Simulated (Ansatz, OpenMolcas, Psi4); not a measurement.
# How methods differ on PF3 (phosphorus trifluoride)

The species is PF3 (4 atoms), meant as a singlet with charge 0. SMILES: `FP(F)F`. Geometry: relaxed at PBE0-D4/def2-TZVP.

```xyz
4

F     0.8344   -0.6632    0.8745
P    -0.2975    0.3146    0.3923
F    -1.0619   -0.6965   -0.5369
F     0.5250    1.0452   -0.7300
```

Each level gives the energy change with the P2–F4 bond stretched from 1.572 to 2.357 Å (eV). The values are calculated.

```csv
level,kind,program,value (eV)
revPBE/6-311+G** (restricted),GGA,Psi4,1.98
TPSS/6-311+G** (restricted),meta-GGA,Psi4,2.22
PBE0/6-311+G** (restricted),global hybrid,Psi4,2.64
r2SCAN0/6-311+G** (restricted),hybrid meta-GGA,Ansatz,2.84
B2PLYP/6-311+G** (restricted),double hybrid,OpenMolcas,2.47
B2PLYP/6-311+G** (density fitting for correlation) (restricted),double hybrid,Psi4,2.47
RPA@PBE/6-311+G** (restricted),RPA,Ansatz,2.26
CCSD/6-311+G** (restricted),coupled cluster or CI,Ansatz,2.80
```

The first shape isn't each level's own minimum. The values span 1.98 to 2.84 eV.
